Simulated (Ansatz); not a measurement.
# HF, singlet: the ladder up to full CI

Geometry: MP2(full)/6-31G*, from the G2/97 set.

```xyz
2

F     0.0000    0.0000    0.0000
H     0.0000    0.0000    0.9339
```

Basis 6-31G* (Cartesian d functions); Ansatz 0.2.0. Only valence electrons are correlated (noble-gas cores frozen), which leaves 8 electrons in 16 orbitals. Prefix R: restricted or restricted open-shell reference. Active spaces: valence = (8e, 5o) chosen from the atoms' valence shells.

Full CI is exact within this basis and frozen core; it isn't the basis-set limit.

* UHF ⟨S²⟩: 0.000
* T1 diagnostic (RCCSD): 0.0063
* largest doubles amplitude (RCCSD): 0.046

| level | E − E(full CI) (kJ/mol) | share of correlation (%) | wall time |
| --- | --- | --- | --- |
| RHF | 489.7 | 0.00 | – |
| RMP2 | 17.4 | 96.45 | – |
| CISD | 21.2 | 95.66 | 0.28 s |
| RCCSD | 5.8 | 98.82 | – |
| RCCSD(T) | 1.2 | 99.75 | 0.18 s |
| BCCD(T) | 1.2 | 99.76 | 0.37 s |
| RCCSDT | 0.9 | 99.82 | – |
| CISDTQ | 0.5 | 99.90 | 1.2 s |
| RCCSDT(Q) | 0.0 | 100.01 | 0.52 s |
| RCCSDTQ | 0.0 | 99.99 | 2.5 s |
| CASSCF (valence space) | 421.5 | 13.93 | – |
| NEVPT2 (valence space) | 51.8 | 89.42 | 0.25 s |
| NEVPT4(SD) (valence space) | 6.4 | 98.70 | 0.58 s |
| MRCISD (valence space) | 15.8 | 96.77 | – |
| MRCISD+Q (valence space) | 2.4 | 99.51 | 0.46 s |

The correlation energy at full CI, counted from RHF, is -5.075 eV. That run took 2.9 s on 1 thread of AMD EPYC 7R13, shared host over 828,848 determinants.

Times hold each run's SCF and search for its determinant on a shared host, so for small cases they say little of a method's own cost; they ran on 1 thread of AMD EPYC 7R13.

The full-CI state has the irrep A1 of C2v, in the program's axes (one component, if the state is degenerate).

Natural occupations of full CI about the gap: 1.990 1.978 1.978 1.966 0.028 0.015 0.015 0.009 0.004 0.004; effectively unpaired electrons, Σ n²(2−n)², 0.01.

Atomization energy (electronic, same basis, no zero-point term; atoms at the same level, unrestricted beside the R rows where the molecule is a closed shell, with restricted open-shell steps beyond CCSDT(Q)) at full CI: 502.7 kJ/mol. Errors of other levels:

```csv
level,error (kJ/mol)
RHF,-137.5
RMP2,13.6
CISD,-10.5
RCCSD,-2.1
RCCSD(T),-0.7
BCCD(T),-0.6
RCCSDT,-0.8
CISDTQ,-0.3
RCCSDT(Q),0.0
RCCSDTQ,0.0
CASSCF (valence space),-61.0
NEVPT2 (valence space),20.2
NEVPT4(SD) (valence space),-0.8
MRCISD (valence space),-4.9
MRCISD+Q (valence space),-1.9
```

This basis is far from its limit, so the value isn't to be set against a measured one. Truncated CI isn't size-consistent, which counts against it in atomization.
